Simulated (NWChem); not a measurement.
## Correlation energy of CH2

```xyz
3

C      0.0000     0.0000     0.1799
H      0.8622     0.0000    -0.5398
H     -0.8622     0.0000    -0.5398
```
Charge 0, spin multiplicity 1.

All runs are NWChem calculations. All single points use one geometry, from B3LYP/def2-SVP, a minimum by its harmonic frequencies.

Basis set: cc-pVQZ. Each correlation energy counts from its own Hartree-Fock reference.

| method | correlation energy (mHa) | difference from CCSD(T) |
|---|---|---|
| RI-MP2 | -148.5 | +28.9 |
| MP2 | -148.5 | +28.8 |
| SCS-MP2 | -159.7 | +17.7 |
| CR-CCSD[T] | -176.9 | +0.5 |
| CR-CCSD(T) | -176.8 | +0.6 |
| CCSD | -172.0 | +5.4 |
| CCSD+T(CCSD) | -177.5 | -0.1 |
| CCSD(T) | -177.4 | 0.0 |

The values span 29.0 mHa, from CCSD+T(CCSD) (lowest) to RI-MP2 (highest). 

The correlated methods keep 1 core orbital frozen. The structure started from a generated list of species. Coupled-cluster values serve here as a point of comparison, not as the truth.
